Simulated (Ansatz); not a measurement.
We consider cubic Cu3N, described by PBE-D3(BJ) (Ansatz, a first-principles code, PAW).

Settings: plane-wave cutoff 500 eV, 10×10×10 k mesh, Fermi–Dirac smearing 0.05 eV, no spin polarisation, scalar-relativistic PAW data made under PBE.

Cell (relaxed at this level):

```
CELL_PARAMETERS angstrom
      3.78224     0.00000     0.00000
      0.00000     3.78224     0.00000
      0.00000     0.00000     3.78224
ATOMIC_POSITIONS crystal
  Cu 0.00000 0.00000 0.50000
  Cu 0.50000 0.00000 0.00000
  Cu 0.00000 0.50000 0.00000
  N  0.00000 0.00000 0.00000
```

### Question
What does this level give for the band gap?

### Answer

- band gap: 0.11 eV (under three smearing widths, so not firm)

Computed values are for the static lattice.

It cost very roughly 22 core-seconds of CPU time.
